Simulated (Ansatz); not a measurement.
# SF₄: small, medium and large basis sets

How large a basis does SF₄ need? Two functionals and correlated methods are run in growing sets.

Program: Ansatz 0.2.0, Gaussian basis. Level of theory: one geometry, several basis sets. These are calculated values, not measurements.

Levels to be run: PBE0-D4/def2-SVP; ωB97M-V/def2-SVP; PBE0-D4/def2-QZVPP; ωB97M-V/def2-QZVPP; CCSD(T)/cc-pV(D+d)Z; CCSD(T)/cc-pV(T+d)Z; CCSD(T)/cc-pV(Q+d)Z; the functionals' def2-TZVPP values are taken from earlier runs.

## 1. The geometry

The geometry comes from an earlier relaxation with PBE0-D4 in a triple-zeta def2 set; it is a stationary point.

SMILES `FS(F)(F)F`, 5 atoms, charge 0, spin multiplicity 1.

Atoms are counted from 1 here; the program's logs count them from 0.

Bond lengths: F1–S2 1.553 Å, S2–F3 1.649 Å, S2–F4 1.649 Å, S2–F5 1.553 Å. Angles: F1–S2–F3 87.6°, F1–S2–F4 87.6°, F1–S2–F5 101.3°, F3–S2–F4 172.5°, F3–S2–F5 87.6°, F4–S2–F5 87.6°.

Geometry (Å):

```xyz
5
charge 0, multiplicity 1
F    -0.56117   -0.22798    1.17280
S     0.06399   -0.35735   -0.24300
F     1.53671   -0.46200    0.49143
F    -1.44014   -0.07731   -0.85816
F     0.40060    1.12464   -0.56306
```

## 2. PBE0-D4 in def2-SVP

The input, in.yaml:

```yaml
crystal:
  periodic: [false, false, false]
  atoms:
    - {symbol: F, position_ang: [-0.561173, -0.227980, 1.172798]}
    - {symbol: S, position_ang: [0.063988, -0.357355, -0.243004]}
    - {symbol: F, position_ang: [1.536709, -0.462000, 0.491432]}
    - {symbol: F, position_ang: [-1.440139, -0.077307, -0.858165]}
    - {symbol: F, position_ang: [0.400605, 1.124641, -0.563061]}
basis:
  gaussian: {orbitals: def2-SVP}
hamiltonian: {xc: pbe0, dispersion: d4}
output: {orbitals: {seedname: orbitals}}
```

Launch:

```console
> ansatz run in.yaml --threads 2 --pin off --events-out ev --progress --plain --max-ram 32768MiB --backend cpu
```

After this run come: ωB97M-V in def2-SVP; PBE0-D4 in def2-QZVPP; ωB97M-V in def2-QZVPP; CCSD(T) in cc-pV(D+d)Z; CCSD(T) in cc-pV(T+d)Z; CCSD(T) in cc-pV(Q+d)Z.

**Question.** What will the summary of the whole plan be? Wanted: MP2 correlation recovered, cc-pV(D+d)Z; MP2 correlation recovered, cc-pV(T+d)Z; MP2 correlation recovered, cc-pV(Q+d)Z; CCSD(T) limit from def2 sets; PBE0-D4: double and triple zeta above quadruple; ωB97M-V: double and triple zeta above quadruple.

The runs gave:

| quantity | value |
| --- | --- |
| MP2 correlation recovered, cc-pV(D+d)Z | 64.4 % |
| MP2 correlation recovered, cc-pV(T+d)Z | 86.1 % |
| MP2 correlation recovered, cc-pV(Q+d)Z | 94.2 % |
| CCSD(T) limit from def2 sets (earlier runs) less the limit of this series | 5 meV |
| PBE0-D4: double and triple zeta above quadruple | 19.67, 1.00 eV |
| ωB97M-V: double and triple zeta above quadruple | 19.90, 0.95 eV |

In words: PBE0-D4 gains 18.67 eV from double to triple zeta, then 1.00 eV more. In cc-pV(D+d)Z MP2 holds 64 % of its limit, in cc-pV(Q+d)Z 94 %, while Hartree-Fock is within 0.350 eV in the largest set. A limit from the def2 sets, made apart, differs by 5 meV, a least measure of the doubt on such a limit. These are total energies; as a rule much of such shifts cancels in differences, which this series doesn't test.
